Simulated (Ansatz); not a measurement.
Geometry optimisation, RKS PBE0-D4/def2-SVP (Ansatz).

Input:

```yaml
crystal:
  periodic: [false, false, false]
  atoms:
    - { symbol: C, position_ang: [-0.4407, -1.6141, -0.5425] }
    - { symbol: C, position_ang: [-0.3546, -0.6533, 0.4137] }
    - { symbol: C, position_ang: [0.3025, 0.6766, 0.2964] }
    - { symbol: O, position_ang: [0.9477, 0.904, -0.9707] }
    - { symbol: O, position_ang: [-0.5821, 1.6962, 0.5563] }
    - { symbol: Cl, position_ang: [1.6591, 0.795, 1.4702] }
    - { symbol: H, position_ang: [-0.9801, -2.5025, -0.3628] }
    - { symbol: H, position_ang: [-0.0462, -1.393, -1.5571] }
    - { symbol: H, position_ang: [-0.7724, -0.8531, 1.4338] }
    - { symbol: H, position_ang: [1.6857, 1.3922, -0.7453] }
    - { symbol: H, position_ang: [-1.3536, 1.495, 0.0284] }
basis:
  gaussian: { orbitals: def2-SVP }
hamiltonian:
  xc: pbe0
  dispersion: d4
relax:
  f_tol: 0.02
  max_steps: 50
```

Launched with:

```bash
$ ansatz run input.yaml --threads 2 --pin off --max-ram 3072MiB --backend cpu --events-out ev --progress --plain --runs-dir out
```

Q: Where does it end, and by what steps?

A: The forces met the threshold. After 12 steps the energy has fallen by 0.406 eV; H10 moved furthest, 0.43 Å.

```json
{"step": "0", "energy less start (eV)": "0.0000", "largest force component (eV/Å)": "3.635", "accepted": "yes"}
{"step": "1", "energy less start (eV)": "-0.2058", "largest force component (eV/Å)": "1.801", "accepted": "yes"}
{"step": "2", "energy less start (eV)": "-0.3089", "largest force component (eV/Å)": "1.000", "accepted": "yes"}
{"step": "3", "energy less start (eV)": "-0.3607", "largest force component (eV/Å)": "0.635", "accepted": "yes"}
{"step": "4", "energy less start (eV)": "-0.3874", "largest force component (eV/Å)": "0.360", "accepted": "yes"}
{"step": "5", "energy less start (eV)": "-0.3953", "largest force component (eV/Å)": "0.250", "accepted": "yes"}
{"step": "6", "energy less start (eV)": "-0.4044", "largest force component (eV/Å)": "0.145", "accepted": "yes"}
{"step": "7", "energy less start (eV)": "0.1746", "largest force component (eV/Å)": "4.157", "accepted": "no"}
{"step": "8", "energy less start (eV)": "-0.4057", "largest force component (eV/Å)": "0.035", "accepted": "yes"}
{"step": "9", "energy less start (eV)": "-0.4058", "largest force component (eV/Å)": "0.031", "accepted": "yes"}
{"step": "10", "energy less start (eV)": "-0.4059", "largest force component (eV/Å)": "0.075", "accepted": "yes"}
{"step": "11", "energy less start (eV)": "-0.4058", "largest force component (eV/Å)": "0.054", "accepted": "no"}
{"step": "12", "energy less start (eV)": "-0.4060", "largest force component (eV/Å)": "0.005", "accepted": "yes"}
```

```xyz
11
Properties=species:S:1:pos:R:3
C -0.423 -1.592 -0.541
C -0.364 -0.678 0.426
C 0.357 0.630 0.302
O 0.942 0.739 -0.926
O -0.464 1.706 0.594
Cl 1.633 0.690 1.609
H -0.984 -2.519 -0.403
H 0.096 -1.439 -1.489
H -0.866 -0.815 1.388
H 1.377 1.601 -0.962
H -1.240 1.620 0.023
```

The run took 45 s on 2 threads of Arm Neoverse V1 (shared host), peak memory 0.27 GiB.
